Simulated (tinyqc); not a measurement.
Worked calculation: ROHF in the sto-6g basis, for OH+, spin multiplicity 3. This run ends on a higher stationary point, not on the lowest solution. One step of it, computed by the program tinyqc.

Problem. Iteration 4: building the Fock matrix. J_ij = sum D_kl (ij|kl) with D = D(alpha) + D(beta), K_ij = sum D_kl (ik|jl) for each spin; F = H + J - K(s); E = tr D H + tr D J / 2 - 0.5 sum_s tr D(s) K(s) + E_nn.

D(alpha) after iteration 3, lower triangle:
```
            1O 1s      1O 2s    1O 2px    1O 2py    1O 2pz     2H 1s
1O 1s    1.056547
1O 2s   -0.244879   1.060938
1O 2px   0.000000   0.000000  1.000000
1O 2py   0.000000   0.000000  0.000000  1.000000
1O 2pz   0.009168  -0.052005  0.000000  0.000000  0.532798
2H 1s    0.006288  -0.040885  0.000000  0.000000  0.444705  0.371184
```

D(beta) after iteration 3, lower triangle:
```
            1O 1s     1O 2s     1O 2px    1O 2py    1O 2pz     2H 1s
1O 1s    1.056232
1O 2s   -0.243215  1.052171
1O 2px   0.000000  0.000000   0.095685
1O 2py   0.000000  0.000000  -0.294158  0.904315
1O 2pz  -0.003803  0.016324   0.000000  0.000000  0.000253
2H 1s   -0.004537  0.016142   0.000000  0.000000  0.000250  0.000248
```

core Hamiltonian H = T + V (hartree), lower triangle:
```
             1O 1s      1O 2s     1O 2px     1O 2py     1O 2pz      2H 1s
1O 1s   -32.219813
1O 2s    -7.114036  -8.446406
1O 2px    0.000000   0.000000  -6.750199
1O 2py    0.000000   0.000000   0.000000  -6.750199
1O 2pz   -0.004479  -0.053446   0.000000   0.000000  -6.771551
2H 1s    -0.225923  -0.667151   0.000000   0.000000  -0.577012  -2.778328
```

Two-electron integrals (ij|kl) in chemists' order, unique and non-zero (hartree):
```
(11|11) 4.787491   (21|11) 0.675884   (21|21) 0.121505   (22|11) 1.117379
(22|21) 0.249212   (22|22) 0.817383   (31|31) 0.025762   (32|31) 0.039145
(32|32) 0.180664   (33|11) 1.117381   (33|21) 0.249212   (33|22) 0.817382
(33|33) 0.880663   (41|41) 0.025762   (42|41) 0.039145   (42|42) 0.180664
(43|43) 0.047461   (44|11) 1.117381   (44|21) 0.249212   (44|22) 0.817382
(44|33) 0.785741   (44|44) 0.880663   (51|51) 0.025762   (52|51) 0.039145
(52|52) 0.180664   (53|53) 0.047461   (54|54) 0.047461   (55|11) 1.117381
(55|21) 0.249212   (55|22) 0.817382   (55|33) 0.785741   (55|44) 0.785741
(55|55) 0.880663   (61|11) 0.022554   (61|21) 0.003896   (61|22) 0.007848
(61|33) 0.007832   (61|44) 0.007832   (61|51) 0.000192   (61|52) 0.000381
(61|55) 0.007878   (61|61) 0.000127   (62|11) 0.074170   (62|21) 0.016869
(62|22) 0.063893   (62|33) 0.062795   (62|44) 0.062795   (62|51) 0.001337
(62|52) 0.011038   (62|55) 0.066089   (62|61) 0.000547   (62|62) 0.007243
(63|31) 0.001593   (63|32) 0.009803   (63|53) 0.002135   (63|63) 0.000858
(64|41) 0.001593   (64|42) 0.009803   (64|54) 0.002135   (64|64) 0.000858
(65|11) 0.063298   (65|21) 0.014560   (65|22) 0.058506   (65|33) 0.056252
(65|44) 0.056252   (65|51) 0.002505   (65|52) 0.018513   (65|55) 0.063016
(65|61) 0.000487   (65|62) 0.008024   (65|65) 0.009586   (66|11) 0.288399
(66|21) 0.066653   (66|22) 0.287702   (66|33) 0.281100   (66|44) 0.281100
(66|51) 0.004434   (66|52) 0.052146   (66|55) 0.300905   (66|61) 0.002155
(66|62) 0.048131   (66|65) 0.059902   (66|66) 0.774999
```

nuclear repulsion = 2.30955684 hartree

Give: Coulomb J; exchange K(alpha); exchange K(beta); F(alpha); F(beta); total energy of this density.

Solution.

Coulomb J (hartree), lower triangle:
```
          1O 1s   1O 2s   1O 2px  1O 2py  1O 2pz   2H 1s
1O 1s   15.9239
1O 2s    2.7534  6.8884
1O 2px   0.0000  0.0000   6.8762
1O 2py   0.0000  0.0000  -0.0279  6.9529
1O 2pz   0.0013  0.0228   0.0000  0.0000  6.8360
2H 1s    0.0893  0.5228   0.0000  0.0000  0.4746  2.4910
```

exchange K(alpha) (hartree), lower triangle:
```
         1O 1s    1O 2s  1O 2px  1O 2py  1O 2pz   2H 1s
1O 1s   4.9215
1O 2s   0.7747   1.3386
1O 2px  0.0000   0.0000  1.1546
1O 2py  0.0000   0.0000  0.0000  1.1546
1O 2pz  0.0001  -0.0114  0.0000  0.0000  0.8220
2H 1s   0.0289   0.1248  0.0000  0.0000  0.2029  0.3506
```

exchange K(beta) (hartree), lower triangle:
```
         1O 1s   1O 2s   1O 2px  1O 2py  1O 2pz   2H 1s
1O 1s   4.8815
1O 2s   0.7140  1.0498
1O 2px  0.0000  0.0000   0.3258
1O 2py  0.0000  0.0000  -0.2451  0.9995
1O 2pz  0.0003  0.0163   0.0000  0.0000  0.2466
2H 1s   0.0240  0.0807   0.0000  0.0000  0.0159  0.0104
```

F(alpha) (hartree), lower triangle:
```
           1O 1s    1O 2s   1O 2px   1O 2py   1O 2pz    2H 1s
1O 1s   -21.2175
1O 2s    -5.1354  -2.8966
1O 2px    0.0000   0.0000  -1.0286
1O 2py    0.0000   0.0000  -0.0279  -0.9518
1O 2pz   -0.0033  -0.0192   0.0000   0.0000  -0.7576
2H 1s    -0.1656  -0.2692   0.0000   0.0000  -0.3053  -0.6379
```

F(beta) (hartree), lower triangle:
```
           1O 1s    1O 2s   1O 2px   1O 2py   1O 2pz    2H 1s
1O 1s   -21.1774
1O 2s    -5.0747  -2.6078
1O 2px    0.0000   0.0000  -0.1998
1O 2py    0.0000   0.0000   0.2172  -0.7968
1O 2pz   -0.0035  -0.0469   0.0000   0.0000  -0.1821
2H 1s    -0.1606  -0.2251   0.0000   0.0000  -0.1184  -0.2977
```

total energy of this density = -74.545888 hartree
